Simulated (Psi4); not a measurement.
## An input for triplet CF+

CF+ has 2 atoms, charge +1, and is taken as a triplet. SMILES of the parent species: `[C+]F`. The shape is that of a PBE0-D4/def2-TZVP optimisation. That shape belongs to the parent species and isn't relaxed for this state.

```xyz
2

C     0.4923   -0.1608    0.2532
F    -0.4923    0.1608   -0.2532
```

Settings wanted:

* task: energy
* method: DFT
* functional: BHLYP
* dispersion: none
* basis set: aug-cc-pVTZ
* reference: UKS
* solvent model: none
* integrals: pk
* frozen core orbitals: 0
* integration grid: 99 radial × 590 angular
* symmetry: c1
* threads: 1
* SCF convergence threshold: 1e-09
* density convergence threshold: 1e-08
* iteration cap: 100

Q: Give a Psi4 1.11 job that does this.

A: This one ran through:

calc.dat:
```
memory 2200 mb

molecule m {
  1 3
  C      0.492270    -0.160830     0.253170
  F     -0.492270     0.160830    -0.253170
  symmetry c1
}

set {
  basis                aug-cc-pVTZ
  reference            uks
  puream               true
  e_convergence        1e-09
  d_convergence        1e-08
  scf_type             pk
  dft_radial_points    99
  dft_spherical_points 590
  maxiter              100
}

energy("bhhlyp")
```

```bash
$ psi4 -i calc.dat -o calc.out -n 1
```

Calculated total energy: -137.26809 Eh.
